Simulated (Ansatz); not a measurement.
Elements on the sites of an ideal fcc lattice, at a guessed lattice constant:

```
Ni Cu Rh Ir Au
1.0
    -3.95363   -3.95363    0.00000
     0.00000    3.95363    3.95363
    -3.95363    3.95363   -3.95363
Ni Cu Rh Ir Au
1 2 2 1 6
Cartesian
  -3.9536 3.9537 0.0000
  -3.9536 1.9768 1.9768
  -1.9768 3.9536 1.9768
  -1.9768 1.9768 0.0000
  -1.9768 0.0000 1.9768
  -1.9768 -1.9768 0.0000
  0.0000 0.0000 0.0000
  -5.9304 0.0000 -1.9768
  -3.9536 1.9769 -1.9768
  -3.9536 0.0000 0.0000
  0.0000 1.9768 1.9768
  -5.9304 1.9769 0.0000
```

Cell and atoms were relaxed without symmetry on coarser meshes and computed once more. Theory: DFT PBE, scalar-relativistic, plane waves, PAW in Ansatz 0.2.0.

Cutoff 420 eV; k points 7×7×5 on the computed 12-atom cell (Γ-centred); Gaussian smearing, width 0.10 eV; collinear spin from starting moments 0.33 0 0 0.22 0.26 0.15 0 0 0 0 0 0 μB.

The relaxation ran on 3×3×2 (shifted) k points with a smearing of 0.1 eV, from sites shaken by 0.02 Å.

Q: What does the relaxation give?

A: A volume of 15.50 Å³/atom and no gap on the mesh. It lies 0.17 eV/atom above the elements' standard states (static lattices, no corrections for gases). The atoms leave their sites by 0.09 Å (root mean square) and 0.16 Å at most, and the cell stretches by up to 0.9 % at fixed volume. One magnetic start was tried.

```
Ni Cu Rh Ir Au
1.0
    -3.96983   -3.98838    0.02771
     0.01856    3.94211    3.93496
    -3.92359    3.96984   -3.98125
Ni Cu Rh Ir Au
1 2 2 1 6
Direct
  0.33750 0.66587 0.67321
  0.65425 0.83394 0.32895
  0.18640 0.83908 0.33809
  0.18389 0.35840 0.34310
  0.49061 0.50149 0.00311
  0.49442 0.98832 0.99724
  0.99614 0.99466 0.02217
  0.82747 0.15885 0.65557
  0.33173 0.16560 0.66770
  0.66643 0.33555 0.32042
  0.00303 0.50023 0.99725
  0.83471 0.66989 0.65065
```

The final mesh leaves forces up to 0.14 eV/Å and stresses up to 0.6 GPa: the relaxation ran on a coarser mesh, so the cell's shape, its bonds and its energy belong partly to that mesh.

Spin-orbit coupling is left out, which matters for the bands of heavy elements.

Cost: 2 runs of about 71 core-minutes in all (earlier runs that led there not counted), on Arm Neoverse V1 (shared hosts).